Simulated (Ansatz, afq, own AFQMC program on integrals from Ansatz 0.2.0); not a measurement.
Breaking B3–O2 in CH₄BClO, singlet

```xyz
8

C     0.1819    1.1028   -0.0799
O     0.1958   -0.1915   -0.6319
B    -0.1752   -1.2757    0.0511
Cl   -0.1100   -2.8347   -0.7600
H    -0.4833    1.7432   -0.6779
H    -0.1650    1.0986    0.9659
H     1.1976    1.5235   -0.1212
H    -0.5496   -1.2234    1.1983
```

Products: BHCl (doublet; BH–Cl) and CH3O (doublet; CH3–O), each relaxed with PBE0/def2-SVP like the molecule; electronic energies without zero-point terms. Determinants: RHF, UHF and UHF in that order.

Basis def2-TZVP. Only valence electrons are correlated. AFQMC by an in-house program on the Cholesky factors that Ansatz 0.2.0 writes for its CCSD(T) run. ph-AFQMC/CISD is guided by a CISD state made of CCSD amplitudes; releasing the constraint for a short imaginary time cuts its bias at the price of noise, slowly where states lie close. Uncertainties: one standard error, sampling alone. The errors of all members are added in quadrature.

No full CI on the walks' own integrals is used here. The released AFQMC energy serves as the reference, which it does only where one determinant dominates, the energy is flat over the last release times and near the phaseless one (40 meV or 2 meV an electron, half that with transition metals). On small molecules, where full CI could be run and the noise was under 10 meV, such values lay within 10 meV of it in 19 cases of 20, a flattering rate, since the rule was set on those same cases; what remains of the bias isn't in the error bar. Each member takes its own surest rung, up to full CI.

The best estimate is CCSD(T) at the basis-set limit (CBS: def2-TZVPP and def2-QZVPP, with their diffuse functions for anions and beside diffuse sets, CCSD(T) itself extrapolated) plus the step from CCSD(T) to AFQMC with the constraint released in def2-TZVP. Rows without CBS are in def2-TZVP; B2PLYP and the wave-function rows carry a basis error of their own. Core correlation and relativity beyond core potentials are missing, and ± holds the sampling alone.

Cautions: CH₄BClO (singlet): the released value is read at 0.90 1/Eh with a noise of 21 meV, more than in the cases checked (meV from the phaseless value at times in 1/Eh: -12 ± 21 at 0.21, -19 ± 16 at 0.42, 5 ± 11 at 0.63, -28 ± 21 at 0.90).

Best estimate: 6.281 ± 0.021 eV.

```csv
level,bond energy (eV),error against the best estimate (eV)
HF,4.753,-1.527 ± 0.021
MP2,6.546,0.265 ± 0.021
CCSD,6.055,-0.225 ± 0.021
CCSD(T),6.160,-0.120 ± 0.021
ph-AFQMC/CISD,6.164 ± 0.016,-0.116 ± 0.026
released AFQMC,6.155 ± 0.022,-0.126
HF/CBS,4.758,-1.523 ± 0.021
MP2/CBS,6.680,0.400 ± 0.021
CCSD(T)/CBS,6.277,-0.003 ± 0.021
PBE,5.942,-0.338 ± 0.021
r2SCAN,5.848,-0.432 ± 0.021
PBE0,5.952,-0.329 ± 0.021
B3LYP,5.891,-0.390 ± 0.021
wB97M-V,6.250,-0.031 ± 0.021
B2PLYP,6.100,-0.181 ± 0.021
```

Correlation beyond CCSD(T) changes it by less than twice the noise. Going to the basis-set limit adds 0.117 eV at CCSD(T). The perturbative (T) step is worth +0.105 eV. The functionals spread over 0.401 eV; wB97M-V comes nearest and r2SCAN is 0.432 eV too low.

Best estimates are given only where the step beyond CCSD(T) is under 0.3 eV and no member's determinant is very poor (T1 over 0.05, or 0.07 for open shells, ⟨S²⟩ too high by 0.3, two states mixed), so the hardest cases are missing from such tables.

The functionals ran in a triple-zeta set and keep a basis error of their own, a few kJ/mol for each bond in atomization energies and more for double hybrids, so close places among them and the extrapolated levels can swap.

Each member of a difference takes its own highest rung, so a best estimate needn't equal the limit plus the step of one row. A walk keeps the symmetry of its determinant, which the program's search chose and which needn't be the lowest solution, so a lower state of the same spin and another symmetry isn't excluded. Released energies are given only where the last usable release times agree within the noise; a slower fall can still hide under it.
